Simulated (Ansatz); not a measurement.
A calculation with Ansatz (development build ahead of 0.2.0).

```yaml
crystal:
  periodic: [false, false, false]
  atoms:
    - { symbol: C, position_ang: [-0.5124, -0.1442, 1.3586] }
    - { symbol: C, position_ang: [-0.0425, -0.012, 0.1126] }
    - { symbol: C, position_ang: [1.3671, -0.3751, -0.2515] }
    - { symbol: C, position_ang: [-0.8915, 0.509, -1.0095] }
    - { symbol: H, position_ang: [-1.5422, 0.1242, 1.6113] }
    - { symbol: H, position_ang: [0.1169, -0.5253, 2.1681] }
    - { symbol: H, position_ang: [1.9332, -0.7487, 0.6132] }
    - { symbol: H, position_ang: [1.3833, -1.1511, -1.0361] }
    - { symbol: H, position_ang: [1.9035, 0.4961, -0.665] }
    - { symbol: H, position_ang: [-1.9094, 0.7554, -0.6763] }
    - { symbol: H, position_ang: [-0.4445, 1.4153, -1.453] }
    - { symbol: H, position_ang: [-0.9648, -0.232, -1.8241] }
basis:
  gaussian: { orbitals: def2-SVP }
magnetization:
  spin_polarized: true
  initial_magnetization: 2
hamiltonian:
  xc: hf
correlation:
  method: mp2
  frozen_orbitals: { C: 1, H: 0 }
output:
  forces: true
```

The input is written out in the form of the current development build from the run's settings.

The run gave:

```yaml
Converged: yes
Reference_energy: -155.87470 hartree
Correlation_energy: -0.51741 hartree
Total_energy: -156.39211 hartree
Spin_squared_of_the_determinant: 2.022
Stability_test: minimum
```

Forces (eV/Å):
```tsv
atom	Fx	Fy	Fz
C1	-3.614	-1.018	9.589
C2	3.698	1.040	-9.804
C3	-0.474	0.106	0.174
C4	0.247	-0.174	0.417
H5	0.207	-0.083	0.076
H6	-0.213	0.082	-0.066
H7	0.019	0.000	-0.025
H8	0.093	-0.079	-0.068
H9	0.131	0.038	-0.044
H10	0.003	0.006	-0.031
H11	-0.031	0.098	-0.097
H12	-0.067	-0.016	-0.122
```

Caution: another spin multiplicity may lie lower.
